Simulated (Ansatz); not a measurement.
Ansatz (a first-principles code) input file for tert-butyl cation (C₄H₉), SMILES C[C+](C)C, charge +1, PBE/def2-SVPD. Coordinates come from a PBE-D3(BJ)/def2-SVP optimisation. A frequency run showed that this geometry is not a minimum.

Ansatz 0.2 input:
```yaml
crystal:
  periodic: [false, false, false]
  atoms:
    - {symbol: C, position_ang: [-0.33213320, 1.40258160, 0.24946552]}
    - {symbol: C, position_ang: [0.00002243, 0.00003230, -0.00003054]}
    - {symbol: C, position_ang: [1.35452779, -0.48802941, 0.25847313]}
    - {symbol: C, position_ang: [-1.02241336, -0.91455414, -0.50787221]}
    - {symbol: H, position_ang: [-0.74451989, 1.84116550, -0.69256594]}
    - {symbol: H, position_ang: [0.49540029, 2.02145873, 0.63780632]}
    - {symbol: H, position_ang: [-1.21577560, 1.44593946, 0.93216034]}
    - {symbol: H, position_ang: [2.08008940, 0.15411917, -0.29821699]}
    - {symbol: H, position_ang: [1.52190917, -1.55588656, 0.03420506]}
    - {symbol: H, position_ang: [1.61380245, -0.26308320, 1.32247773]}
    - {symbol: H, position_ang: [-0.64186369, -1.38718966, -1.44660542]}
    - {symbol: H, position_ang: [-1.09152980, -1.79110688, 0.18211127]}
    - {symbol: H, position_ang: [-2.01753444, -0.46559860, -0.67158761]}
basis:
  gaussian:
    orbitals: def2-SVPD
hamiltonian:
  xc: {name: PBE}
total_charge: 1
```

It prints:

```
WARN ansatz: RAYON_NUM_THREADS=1 ignored (pool sized by the plan → 1); use --threads N
Functional definition: PBE
integrals: 0.07 GiB planned
1252 factors; their error is unknown
mean field: 0.56 GiB planned
mean field evaluation 1: about -4260.2076 eV, gradient 8.5e1 eV
mean field evaluation 2: about -4244.5577 eV, gradient 1.1e2 eV
mean field evaluation 4: about -4277.8173 eV, gradient 9.9e0 eV
mean field evaluation 8: about -4278.0510 eV, gradient 8.3e-2 eV
mean field evaluation 16: about -4277.9774 eV, gradient 1.4e-5 eV
mean field -4277.97739585 eV, -157.2127695803 hartree, gradient 1.4e-5 eV, S^2 0.000000; 0 other end points of the search recorded, 0 dependent functions left out
reference -4277.97743668 eV, -157.2127710807 hartree; 16, 16 occupied and 136, 136 virtual orbitals, 1252 factors
Total energy: -4277.97743668 eV, -157.2127710807 hartree
```

The run converged.

Cost: roughly 5 core-seconds.
